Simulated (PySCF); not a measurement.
Ionisation of trimethylphosphine sulfide

Parent: trimethylphosphine sulfide, `CP(C)(C)=S` (C3H9PS). Coordinates in Å; atoms count from 1 in this order:
```
C    -0.4512    1.5276   -0.5091
P     0.1444    0.1598    0.5391
C     1.5148   -0.5766   -0.4112
C    -1.1851   -1.0847    0.4568
S     0.6290    0.6942    2.3493
H    -0.6952    1.1909   -1.5279
H    -1.3411    1.9636   -0.0340
H     0.3314    2.2982   -0.5448
H     1.8726   -1.4635    0.1301
H     1.2075   -0.8556   -1.4302
H     2.3345    0.1542   -0.4525
H    -1.4281   -1.3568   -0.5813
H    -2.0740   -0.6735    0.9552
H    -0.8597   -1.9751    1.0125
```

Energies: ωB97X-D3(BJ)/ma-def2-TZVP (PySCF, density fitting, integration grid level 2) on PBE0-D3(BJ)/def2-SVP structures. The prefix ma- adds one diffuse s and one diffuse p function on all atoms but H. Thermal corrections: PBE0-D3(BJ)/def2-SVP frequencies, unscaled, ideal gas at 298.15 K and 1 bar, quasi-RRHO entropy.

Frontier levels of the parent: HOMO -8.67 eV, LUMO 0.87 eV.

Oxidation to the radical cation:
- Vertical ionisation energy (electronic): 8.44 eV
- Adiabatic ionisation energy (with zero-point energy): 8.13 eV
- Adiabatic, electronic part: 8.15 eV
- Vertical gap at the product's structure: 7.80 eV
- Inner reorganisation energy (four-point): 644 meV
- Relaxation of product / of parent: 293 / 351 meV
- ⟨S²⟩ of the product: 0.754
- Largest spin populations: S5 0.98
- Largest changes of atomic charge: S5 0.65
- Distances that move most (Å): P2–S5 1.949 → 2.066; P2–C4 1.823 → 1.798; P2–C3 1.823 → 1.798; C1–P2 1.823 → 1.804
- Potential in dichloromethane: 6.26 V absolute, 1.56 V against Fc+/Fc computed at 4.70 V (solvation -36 → -212 kJ/mol)

Solvents are IEF-PCM continua (electrostatics only, gas-phase structures); absolute potentials refer to an electron at rest in vacuum. Fc+/Fc in dichloromethane, 4.70 V, is ωB97X-D3(BJ)/ma-def2-TZVP on PBE0-D3(BJ)/def2-SVP structures with GFN2-xTB thermal terms. Benchmark calculations put it near 5.0 V in acetonitrile and DMSO, so it is about 0.3 V low, and the value against it can read up to that much too high.

Measured values (NIST Chemistry WebBook, evaluated or the median of agreeing entries): vertical ionisation energy 8.48 eV (computed 8.44, difference -0.04).

Run with `OMP_NUM_THREADS=1 python redox_run.py task.json out` on 1 thread of Arm Neoverse V1, a shared host. Structures, frequencies and single points: 21 min of wall time.
